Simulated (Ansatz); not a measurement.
Basis-set extrapolation for P2 (`P#P`) (PBE0-D4/def2-TZVP geometry, frozen core, Ansatz 0.2.0). Multiplicity 1, RHF reference.

|  | def2-TZVPP | def2-QZVPP |
| --- | --- | --- |
| HF | -681.480682 | -681.499989 |
| MP2 correlation | -0.277691 | -0.299425 |
| CCSD(T) correlation | -0.316614 | -0.335630 |

Energies in hartree. Use E(X) = E(∞) + A·exp(−7.88·√X) for Hartree–Fock and E(X) = E(∞) + B·X^(−2.97) for correlation, with X = 3 and 4.

Task: What is the CCSD(T) energy at the basis-set limit?

Result: HF limit: -681.499989 + (-0.019307) × 0.13774 = -681.50265. Correlation limit: -0.335630 + (-0.019016) × 0.74074 = -0.34972. Total: -681.85237 hartree, 1.50 eV below CCSD(T)/def2-TZVPP.
